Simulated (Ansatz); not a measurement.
Property card for BaSn₅

Theory: DFT PBEsol, scalar-relativistic, plane waves, PAW in Ansatz 0.2.0.

Settings: cutoff 420 eV, Γ-centred mesh 12×12×6 on the computed 6-atom cell, Gaussian smearing of 0.10 eV; no spin polarisation.

The structure is relaxed at this level of theory with its symmetry kept. Whether it is the stable form of this composition wasn't checked.

```xyz
6
Lattice="5.3343 0.0000 0.0000 -2.6671 4.6196 0.0000 0.0000 0.0000 7.0571" Properties=species:S:1:pos:R:3 pbc="T T T"
Ba    0.0000    0.0000    3.5285
Sn    2.6671    1.5399    5.5719
Sn    0.0000    0.0000    0.0000
Sn    2.6671    1.5399    1.4852
Sn    0.0000    3.0798    1.4852
Sn    0.0000    3.0798    5.5719
```

Question: Formation energy from the elements' standard states (uncorrected)?

Answer: -0.356 eV/atom.

Question: Density of states at the Fermi level?

Answer: 2.73 states/eV per cell.

Question: Löwdin character within 0.5 eV of the Fermi level?

Answer: Sn 5p 76 %, Sn 5s 14 %, unprojected 8 %.

Question: Bulk modulus?

Answer: 41 GPa.

Question: Its pressure derivative?

Answer: 4.9.

Question: Bader charges (e)?

Answer: Ba (1 in the cell) 1.10, Sn (4 in the cell) -0.24, Sn (1 in the cell) -0.13.

Spin-orbit coupling is left out, which matters for the bands of heavy elements.